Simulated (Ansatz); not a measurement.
# HF, singlet: reading a ladder of total energies

Geometry: MP2(full)/6-31G*, from the G2/97 set.

```json
{"atom": "F", "x (Å)": "0.0000", "y (Å)": "0.0000", "z (Å)": "0.0000"}
{"atom": "H", "x (Å)": "0.0000", "y (Å)": "0.0000", "z (Å)": "0.9339"}
```

Basis 6-31G* (Cartesian d functions); Ansatz 0.2.0. Correlated methods freeze the noble-gas cores, which leaves 8 electrons in 16 orbitals. Prefix R: restricted or restricted open-shell reference.

Full CI is exact within this basis and frozen core; it isn't the basis-set limit.

Runs differ by some tens of microhartree through their thresholds, so steps under 0.03 kcal/mol mean nothing.

| level | total energy (hartree) |
| --- | --- |
| RHF | -100.002294 |
| RMP2 | -100.182170 |
| RCCSD | -100.186600 |
| RCCSD(T) | -100.188324 |
| RCCSDT | -100.188450 |
| RCCSDT(Q) | -100.188803 |
| RCCSDTQ | -100.188781 |
| full CI | -100.188793 |

What is the correlation energy at full CI, and what share of it do RMP2 and RCCSDT recover?

E(corr) = -100.188793 − (-100.002294) = -0.186499 hartree = -5.075 eV. RMP2: -0.179876 / -0.186499 = 96.45 %. RCCSDT: -0.186156 / -0.186499 = 99.82 %.

By how many kcal/mol does RCCSD(T) miss full CI (1 hartree = 627.509 kcal/mol), and which steps make up the rest?

-100.188324 − (-100.188793) = 0.000469 hartree = 0.29 kcal/mol. Steps: RCCSDT − RCCSD(T) = -0.08, RCCSDT(Q) − RCCSDT = -0.22, RCCSDTQ − RCCSDT(Q) = 0.01, full CI − RCCSDTQ = -0.01 kcal/mol. That is within 1 kcal/mol of the reference in this basis, which itself misses far more of the correlation at the basis-set limit.
